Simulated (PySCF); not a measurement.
Two structures of AlH3O, singlet, reached by relaxing down either side of one saddle point (PBE0-D4/def2-TZVP). Energies are electronic, without zero-point energy. Computed with PySCF 2.14 with density fitting (its default auxiliary sets; JK sets also for MP2 and CCSD(T)) (basis: def2-TZVPP and def2-QZVPP); correlated methods freeze the cores. Extrapolation: Hartree–Fock as exp(−7.88 √X), correlation as X^−2.97. First:

```
5
angstrom
Al -0.4352 0.2348 -0.1495
H 0.0585 1.2013 -1.3049
O 0.6765 -0.7908 0.6174
H 1.6044 -0.8214 0.3911
H -1.9242 0.1459 0.3623
```

Second:

Al1  (-0.733, -0.333, 0.389)
H2  (0.961, 0.867, -1.029)
O3  (0.199, -1.397, 1.128)
H4  (1.252, 0.315, -0.601)
H5  (-1.777, 0.646, -0.251)
(Å)

Problem. Which bonds change from the first to the second?

Solution. AlH₃O ([OH][AlH2]) → AlHO ([O][AlH]) + H₂; bonds formed: H2–H4; bonds broken: Al1–H2, O3–H4.

Problem. Give the saddle point's structure and its height above each. (An estimate is asked for; the value comes from the calculation.)

Solution. Computed: 275.7 kJ/mol above the first and 33.6 kJ/mol above the second (CCSD(T) at an estimated basis limit (MP2 extrapolated from triple and quadruple zeta, plus CCSD(T) − MP2 in triple zeta)).
| atom | x (Å) | y (Å) | z (Å) |
| --- | --- | --- | --- |
| Al1 | -0.5847 | -0.1079 | 0.2271 |
| H2 | 0.8778 | 0.6006 | -0.7709 |
| O3 | 0.5446 | -1.0449 | 0.9130 |
| H4 | 1.0971 | -0.0305 | -0.1967 |
| H5 | -1.9347 | 0.5827 | -0.1724 |

No T1 diagnostic of these runs exceeds 0.033. The T1 diagnostic is large here, which may signal multireference character or strong orbital relaxation, so CCSD(T) is less sure.

Labels in which every atom is bracketed show which atoms are joined, not bond orders.

For scale, one of the runs: CCSD(T)/def2-TZVPP, 115 basis functions, launched by `OMP_NUM_THREADS=4 python run.py`. The run took about 21 s on 4 CPU threads of an AMD EPYC 7B13 (shared host).
